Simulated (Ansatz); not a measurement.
# CAlP: the cost of one run

The runs use Ansatz 0.2.0, Gaussian basis; def2-TZVPP, core rule «outside noble gas», up to 11 orbitals frozen.

The runs, in order: UHF; ROHF; CCSD(T) on UHF.

2 further runs of the same task are left out: 2 set aside as unsound or not needed.

**1. What is computed**

The geometry is a PBE0/def2-TZVP stationary point (not a proven minimum) of the parent state, kept for this charge and spin.

3 atoms, charge 1, spin multiplicity 4.

Atoms are counted from 1 here; the program's logs count them from 0.

Bond lengths: Al1–C2 1.848 Å, C2–P3 1.569 Å. Angles: Al1–C2–P3 180.0°.

**2. UHF**

Contents of in.yaml:

```yaml
crystal:
  periodic: [false, false, false]
  atoms:
    - {symbol: Al, position_ang: [0.000000, 0.000000, 1.754767]}
    - {symbol: C, position_ang: [0.000000, 0.000000, -0.092933]}
    - {symbol: P, position_ang: [0.000000, 0.000000, -1.661833]}
basis:
  gaussian: {orbitals: def2-TZVPP}
total_charge: 1
magnetization: {spin_polarized: true, initial_magnetization: 3}
hamiltonian: {xc: hf}
output: {orbitals: {seedname: orbitals}}
```

The run is started by

```
$ ansatz run in.yaml --threads 1 --pin off --events-out ev --progress --plain --max-ram 2560MiB --backend cpu
```

**Question.** How long does this run take on 1 thread of AMD EPYC 7R13, shared host, and how much memory does it need?

About 17 s, with a peak of 0.32 GiB.
